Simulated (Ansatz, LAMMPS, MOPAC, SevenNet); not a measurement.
**Zinc-blende GaN (metastable phase), lattice constant a**

Reference value: 4.5 Å (measured, 300 K, not corrected to a static lattice; as tabulated in Vurgaftman et al. (2001), doi:10.1063/1.1368156).

```
level (code)                             value (Å)  difference (%)
---------------------------------------  ---------  --------------
Tersoff GaN.tersoff (LAMMPS)                 4.499           -0.02
PM7 semi-empirical Hartree-Fock (MOPAC)      4.493           -0.16
SevenNet-l3i5                                4.548           +1.07
LDA (Ansatz)                                 4.455           -1.00
PBE (Ansatz)                                 4.548           +1.07
PBE-D4 (Ansatz)                              4.502           +0.04
r²SCAN-D4 (Ansatz)                           4.483           -0.38
HSE06-D3(BJ) (Ansatz)                        4.465           -0.78
Hartree–Fock (Ansatz)                        4.502           +0.04
```

The reference is not for a static lattice or low temperature, so close values are not ranked against it.

The measured value isn't corrected to a static lattice, so vibrations enter the comparison. A static lattice is as a rule a little smaller than the measured one.  PM7 semi-empirical Hartree-Fock (MOPAC): the method was fitted mainly to molecules. PM7 semi-empirical Hartree-Fock (MOPAC): the run uses a supercell at the zone centre in place of a k mesh. Cutoffs and k meshes differ between the levels. Ansatz's density-functional and Hartree–Fock values are scalar-relativistic unless marked +SOC, with PAW data made under PBE.

Empirical potentials (Tersoff GaN.tersoff) are fitted to chosen data: where that held the value shown, agreement is built in, and what lay outside the fit can be far off. Machine-learned potentials (SevenNet-l3i5) are trained on DFT data: a solid inside that data is no test of them.

Differences are worked out from the printed values.

Ansatz is a first-principles code.
